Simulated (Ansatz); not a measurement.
Relaxing Ir2C3

Theory: Ansatz, DFT PBE, scalar-relativistic, plane waves, PAW. Cutoff 420 eV, Γ-centred k mesh, Gaussian smearing, no spin polarisation in the final step.

The start puts Ir2C3 on the A-type sesquioxide structure type (P-3m1, No. 164), with Ir in place of La, C in place of O, at a guessed volume.

```xyz
5
Lattice="3.3004 0.0000 0.0000 -1.6502 2.8582 0.0000 0.0000 0.0000 5.1349" Properties=species:S:1:pos:R:3 pbc="T T T"
Ir    0.0000    1.9055    1.2580
Ir    1.6502    0.9527    3.8768
C     0.0000    0.0000    0.0000
C     0.0000    1.9055    3.3120
C     1.6502    0.9527    1.8229
```

Cell and atoms relax at zero pressure; the relaxation can't lower the symmetry of the start. After a coarse first stage the cell is made exact in the group found at 0.06 Å.

Formation energies are uncorrected and refer to the elements' standard structures at the same level.

(1) Describe the relaxed structure.

(2) What are its volume, energy, density and gap?

Answers

(1) It keeps P-3m1 (No. 164). The result has the A-type sesquioxide structure. Conventional cell: a = 3.265 Å, c = 5.676 Å. Around Ir lie 4 C at 2.02–2.07 Å and 3 C at 2.37 Å; C on Wyckoff site a (1 atom of the primitive cell) has 6 Ir at 2.37 Å; C on Wyckoff site d (2 atoms of the primitive cell) is coordinated by 4 Ir at 2.02–2.07 Å and 3 C at 2.31 Å.

Space group P-3m1 (No. 164). a = 3.265 Å, b = 3.265 Å, c = 5.676 Å, α = 90.00°, β = 90.00°, γ = 120.00°
```
atom site symmetry x y z
  Ir    2d       3m.  0.3333  0.6667  0.2542
   C    1a      -3m.  0.0000  0.0000  0.0000
   C    2d       3m.  0.3333  0.6667  0.6183
```

(2) The volume per atom is 10.48 Å³, the density is 13.32 g/cm³ and the energy over the elements is 1.42 eV/atom. The gap on the 12×12×8 mesh is 0 eV (a metal).

The final run used a 12×12×8 mesh on its 5-atom cell and 0.10 eV smearing. For metals, differences of a few meV/atom aren't resolved. Spin–orbit coupling is left out. Symmetry constrained the relaxation, so the result can be a saddle point.

Cost: 3 runs of about 0.99 core-minutes in all, on Intel Xeon 6975P-C (Granite Rapids) (shared hosts).